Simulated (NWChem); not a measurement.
## Correlation energy of fluorine (F₂)

SMILES: FF
```xyz
2

F      0.0000     0.0000     0.6882
F      0.0000     0.0000    -0.6882
```
Charge 0, spin multiplicity 1.

Everything below was run with NWChem. The geometry was optimised at PBE0/def2-SVP, a minimum by its harmonic frequencies.

Basis set: cc-pVDZ. Each correlation energy counts from its own Hartree-Fock reference.

```csv
method,correlation energy (mHa),difference from CCSD(T)
CCSD,-398.7,+8.3
CR-CCSD(T),-405.6,+1.4
MP2,-390.0,+16.9
CR-CCSD[T],-405.9,+1.0
RI-MP2,-390.0,+16.9
SCS-MP2,-380.5,+26.4
CCSD(T),-407.0,0.0
CCSD+T(CCSD),-407.4,-0.4
```

The values span 26.8 mHa, from CCSD+T(CCSD) (lowest) to SCS-MP2 (highest). 

The correlated methods keep 2 core orbitals frozen. Differences from the coupled-cluster row are differences between methods, not errors against experiment.
